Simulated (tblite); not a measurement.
F4HP.
Atom-mapped SMILES: `[H][P:2]([F:1])([F:3])([F:4])[F:5]` (hydrogens: H6 on P2)

Computed with GFN2-xTB (tblite), gas phase: L-BFGS steps from a force-field or distance-geometry start until the largest atomic force falls under 0.01 eV/Å.

The end geometry, which sets the zero of energy:
```
atom  x, y, z in Å
F1      1.4338    0.4843   -0.2169
P2     -0.0666   -0.0226    0.0058
F3     -0.5533    1.4174   -0.4928
F4      0.3068   -0.2381    1.5456
F5      0.2416   -1.1784   -1.0572
H6     -1.3592   -0.4606    0.1939
```

Problem. These geometries come from the run, each turned onto the end geometry. Order them by energy, lowest first.
A.
```
atom  x, y, z in Å
F1      1.4290    0.4835   -0.2155
P2     -0.0761   -0.0310    0.0135
F3     -0.5677    1.4114   -0.4902
F4      0.2897   -0.2414    1.5386
F5      0.2247   -1.1809   -1.0526
H6     -1.2965   -0.4396    0.1846
```
B.
```
atom  x, y, z in Å
F1      1.4303    0.4837   -0.2157
P2     -0.0584   -0.0217    0.0064
F3     -0.5677    1.4124   -0.4903
F4      0.2918   -0.2422    1.5446
F5      0.2260   -1.1831   -1.0544
H6     -1.3189   -0.4472    0.1878
```
C.
```
atom  x, y, z in Å
F1      1.6156    0.5454   -0.2402
P2      0.0330    0.0174   -0.0172
F3     -0.6918    1.4300   -0.4920
F4      0.2018   -0.2871    1.6214
F5      0.1311   -1.2657   -1.0786
H6     -1.2866   -0.4380    0.1849
```
D.
```
atom  x, y, z in Å
F1      1.4282    0.4828   -0.2156
P2     -0.0588   -0.0198    0.0041
F3     -0.5610    1.4143   -0.4911
F4      0.2990   -0.2405    1.5464
F5      0.2331   -1.1814   -1.0559
H6     -1.3374   -0.4534    0.1905
```

Solution. D (0.007 eV), B (0.023 eV), A (0.086 eV), C (0.872 eV).

In the order of the answer:

| step | E above end (eV) | largest force (eV/Å) | rms force component (eV/Å) | rms distance from end (Å) | rms bond change (Å) | bond most changed (Å) |
| --- | --- | --- | --- | --- | --- | --- |
| 4 | 0.007 | 0.37 | 0.133 | 0.012 | 0.009 | P2–H6 -0.015 |
| 3 | 0.023 | 0.89 | 0.241 | 0.021 | 0.017 | P2–H6 -0.035 |
| 2 | 0.086 | 2.22 | 0.733 | 0.031 | 0.037 | P2–H6 -0.079 |
| 0 | 0.872 | 2.75 | 1.203 | 0.138 | 0.066 | F1–P2 +0.084 |

The cost below is that of the whole relaxation. Hardware: one thread of an Arm Neoverse V1 (shared host). Cost: under 0.1 s wall.
